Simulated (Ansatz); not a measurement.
# Elastic constant C44 of zinc-blende CdS (metastable phase) at several levels of theory

No measured value is used here.

```
level (code)                   value (GPa)  cell (Å³/atom)
-----------------------------  -----------  --------------
LDA (Ansatz)                          27.8           23.85
PBE (Ansatz)                          25.8           26.02
r²SCAN (Ansatz)                       25.8           25.38
B3LYP (VWN-RPA form) (Ansatz)            ?           26.60
HSE06 (Ansatz)                        27.8           25.48
PBE0 (Ansatz)                         27.8           25.42
```

Some entries are withheld; supply them.


- B3LYP (VWN-RPA form) (Ansatz, a quantum-chemistry and plane-wave program), value (GPa): 28.2

Each level is taken at its own relaxed cell. Cutoffs and k meshes differ between the levels. Ansatz's density-functional and Hartree–Fock values are scalar-relativistic unless marked +SOC, with PAW data made under PBE.
